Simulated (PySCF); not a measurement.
Species: methylsilylchloride, CH5ClSi.
Numbering: `[CH3:1][SiH2:2][Cl:3]` (hydrogens: H4, H5, H6 on C1; H7, H8 on Si2)

Computed with PBE0-D3(BJ)/def2-TZVP geometry optimisation, gas phase in PySCF 2.14.0.

Give the optimised bond lengths and angles.

```csv
bond,length (pm),order
C1–Si2,185.7,single
Si2–Cl3,206.2,single
"C1–H4, C1–H5, C1–H6",109.2,single
"Si2–H7, Si2–H8",148.3,single
```

Bonds in one row agree within 1 pm and their mean is given. Orders are formal, as drawn. A selection of angles:
```csv
angle,degrees
Si2–C1–H4,110.8
Si2–C1–H6,109.9
H4–C1–H5,108.5
H4–C1–H6,108.4
C1–Si2–Cl3,109.7
C1–Si2–H7,111.5
Cl3–Si2–H7,107.2
H7–Si2–H8,109.5
```

Si2 (chlorine-bound silicon) is tetrahedral (angles from 107.2° to 111.5°).

Point group: Cs (every atom within 0.08 Å of its image). PBE0-D3(BJ)/def2-TZVP frequencies: not computed here.

Time: 48 s; peak memory 0.54 GiB. Hardware: one thread of an Arm Neoverse V2, no GPU, shared host. This is the geometry optimisation.
